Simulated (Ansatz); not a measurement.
# BH₄NO: one species, many methods

One table from this session's results is given with a row withheld; the runs are named, their logs left out.

Method: functionals in def2-TZVPP, the program's frozen cores in correlated methods; program: Ansatz 0.2.0, Gaussian basis.

The runs, in order: PBE-D4, r2SCAN-D4, PBE0-D4, B3LYP-D4, ωB97X-V, ωB97M-V, B2PLYP; CCSD(T)/def2-TZVPP; CCSD(T)/def2-QZVPP; extrapolation to the limit.

## The geometry

All runs share one geometry, relaxed beforehand with PBE0-D4 in a triple-zeta def2 set.

SMILES `NBO`, 7 atoms, charge 0, spin multiplicity 1.

Atoms are counted from 1 here; the program's logs count them from 0.

Bond lengths: N1–B2 1.404 Å, N1–H4 1.006 Å, N1–H5 1.004 Å, B2–O3 1.368 Å, B2–H6 1.197 Å, O3–H7 0.960 Å. Angles: B2–N1–H4 125.0°, B2–N1–H5 121.5°, H4–N1–H5 113.5°, N1–B2–O3 123.9°, N1–B2–H6 119.2°, O3–B2–H6 116.9°, B2–O3–H7 114.5°.

Coordinates:

```
N    -0.2658    0.8794   -0.0546
B    -0.2987   -0.5231   -0.0046
O     0.8147   -1.3085    0.1153
H     0.5689    1.4389   -0.0078
H    -1.1064    1.4208   -0.1432
H    -1.3537   -1.0852   -0.0693
H     1.6410   -0.8223    0.1642
```

Set-up of the first run:

Input file in.yaml:

```yaml
crystal:
  periodic: [false, false, false]
  atoms:
    - {symbol: N, position_ang: [-0.265805, 0.879416, -0.054593]}
    - {symbol: B, position_ang: [-0.298712, -0.523089, -0.004573]}
    - {symbol: O, position_ang: [0.814694, -1.308521, 0.115304]}
    - {symbol: H, position_ang: [0.568882, 1.438875, -0.007817]}
    - {symbol: H, position_ang: [-1.106413, 1.420814, -0.143224]}
    - {symbol: H, position_ang: [-1.353653, -1.085236, -0.069264]}
    - {symbol: H, position_ang: [1.641006, -0.822258, 0.164177]}
basis:
  gaussian: {orbitals: def2-TZVPP}
hamiltonian: {xc: pbe, dispersion: d4}
output: {forces: true, orbitals: {seedname: orbitals}}
```

Started as:

```console
$ ansatz run in.yaml --threads 2 --pin off --events-out ev --progress --plain --max-ram 32768MiB --backend cpu
```

Among the steps run: PBE-D4 (GGA); r2SCAN-D4 (meta-GGA); PBE0-D4 (hybrid); B3LYP-D4 (hybrid); ωB97X-V (range-separated); ωB97M-V (range-separated); B2PLYP (double hybrid); CCSD(T) in def2-TZVPP; CCSD(T) in def2-QZVPP.

One table of the session follows, with a row left open; its other results are not shown here.

```
            method  atomisation energy (kJ/mol)
            PBE-D4                       2759.1
         r2SCAN-D4                       2703.4
           PBE0-D4                       2696.7
          B3LYP-D4                       2717.5
           ωB97X-V                       2705.1
           ωB97M-V                            ?
            B2PLYP                       2689.3
     HF/def2-TZVPP                       1944.7
    MP2/def2-TZVPP                       2677.2
   CCSD/def2-TZVPP                       2586.7
CCSD(T)/def2-TZVPP                       2623.7
           MP2/CBS                       2753.1
       CCSD(T)/CBS                       2696.3
```

Q: Estimate the row for ωB97M-V from the others.

**Answer.** atomisation energy (kJ/mol): 2719.4. In the column «atomisation energy (kJ/mol)» it lies between B3LYP-D4 (2717.5) and MP2/CBS (2753.1).

Limits of these values: Free atoms (1 N, 1 B, 1 O, 4 H) were run apart at each level; the atomisation energy is their sum less the molecule, without zero-point or spin-orbit terms.
